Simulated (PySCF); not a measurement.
The dipole of `C#CCCCl` from its density and from atomic charges.

Coordinates (GFN2-xTB, Å) and charges (e) from the PBE0/pcSseg-1 density (PySCF):

```csv
atom,x,y,z,Mulliken,IAO,Hirshfeld,ESP-fitted
C1,2.298,0.395,-0.153,-0.3577,-0.2442,-0.1181,-0.5103
C2,1.209,-0.097,-0.089,+0.1348,-0.0295,-0.0371,+0.0239
C3,-0.120,-0.673,-0.022,-0.1392,-0.2762,-0.0563,+0.0896
C4,-1.170,0.408,-0.251,-0.2029,-0.2269,-0.0235,-0.2226
Cl5,-2.811,-0.294,-0.169,-0.1619,-0.1161,-0.0757,-0.1722
H6,3.260,0.809,-0.204,+0.0445,+0.2029,+0.0926,+0.3376
H7,-0.267,-1.132,0.959,+0.1693,+0.1760,+0.0576,+0.0683
H8,-0.215,-1.452,-0.783,+0.1694,+0.1760,+0.0576,+0.0701
H9,-1.113,1.181,0.515,+0.1718,+0.1690,+0.0516,+0.1591
H10,-1.063,0.859,-1.238,+0.1719,+0.1690,+0.0516,+0.1565
```

Form Σ q r in debye for every column and set it beside the full dipole.

The full density gives (1.46, 0.52, -0.06) D, 1.55 D in size; dipole vectors point from the negative to the positive end.

```
    scheme     μx     μy     μz  size (D)  share of the full size (%)  angle to the full dipole (°)
  Mulliken  -1.25  -0.71   0.10      1.44                          93                           170
       IAO   1.14   0.42  -0.05      1.22                          79                             1
 Hirshfeld   0.44   0.19  -0.02      0.48                          31                             3
ESP-fitted   1.51   0.54  -0.05      1.60                         104                             0
```

Which set comes closest?

Length of the difference vector: ESP-fitted 0.06 D, IAO 0.33 D, Hirshfeld 1.06 D, Mulliken 2.97 D. Closest: ESP-fitted. The schemes that divide the density aren't constrained to reproduce the dipole.

What is left for the Hirshfeld atoms' own dipoles?

The shares of the density sum to the whole, so what Σ q r misses lies in dipoles about the nuclei. The atomic dipoles sum to (1.46, 0.52, -0.06) − (0.44, 0.19, -0.02) = (1.02, 0.33, -0.04) D, 1.06 D in size.

With the origin at the mean of the coordinates, (0.001, 0.000, -0.143) Å, which are the largest single terms, by size, of the Mulliken dipole along the direction of the full one?

C1 -3.94, Cl5 +2.13, C4 +0.94, C2 +0.71, H6 +0.71 D; all 10 atoms together -1.42 D. The single terms depend on the origin, their sum doesn't.

Give the size of the full dipole in other units.

1.55 D = 0.608 au = 0.322 e·Å = 5.16 × 10⁻³⁰ C·m.

The structure is a single GFN2-xTB conformer in the gas phase; no vibrational or solvent corrections.

Shape of the structure used: `[CH:1]#[C:2][CH2:3][CH2:4][Cl:5]`: C2–C3–C4–Cl5 180°.
